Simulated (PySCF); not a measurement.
Structure problem from calculated spectra and properties.

Formula: BH; singlet state.

| Item | Value |
| --- | --- |
| NMR, other nuclei | isotropic shieldings of nuclei other than C and H, by class: -268 (1 B) ppm [GIAO PBE0/pcSseg-1] |
| UV, first state | lowest singlet excitation: 2.67 eV (465 nm, f = 0.045 summed over 2 states within 0.01 eV) [TDDFT B3LYP/def2-SVPD] |
| Rotational structure | rotational constant B (linear): 349.261 GHz [PBE0-D3(BJ)/def2-SVP] |
| XPS | B1s 200.5 eV [ΔSCF SCAN, pcX-2 on the ionised atom, pcseg-1 elsewhere, spin-free X2C] |
| Dipole | 1.56 D [B3LYP/def2-SVPD] |
| 1H NMR | chemical shifts (computed TMS as zero) by class: 9.00 (1 H) ppm [GIAO PBE0/pcSseg-1] |
| Triplet | lowest triplet excitation (Tamm–Dancoff): 0.99 eV [TDA B3LYP/def2-SVPD] |
| Couplings | largest of the computed one-bond spin–spin couplings (means over like bonds): 11B–1H +46.9 Hz [B3LYP/pcJ-1] |
| Valence photoelectron | vertical ionisation energy: 9.69 eV [ΔSCF B3LYP/def2-SVPD] |
| Polarisability | 22.2 au [B3LYP/def2-SVPD] |

Gas-phase values; electronic properties from PySCF, density fitting. Levels stand in brackets. Isolated species at its PBE0-D3(BJ)/def2-SVP geometry, gas phase. NMR values are class means; diastereotopic atoms form classes of their own.

**Question.** Give a SMILES that accounts for the data.

**Answer.** The one hydrogen (9.00 ppm): B–H hydrogen. The other shieldings belong to: -268 ppm, boron bonded to H. The couplings run between: +46.9 Hz, boron bonded to H and its hydrogen. The core levels belong to: B1s 200.5 eV, boron bonded to H. The first electron is taken from the HOMO, whose largest Löwdin shares are 0.82 on the boron bonded to H and 0.18 on the B–H hydrogen. The optimised geometry has point group C∞v and is a linear rotor. Structure: `[BH]` (boron monohydride) [singlet].
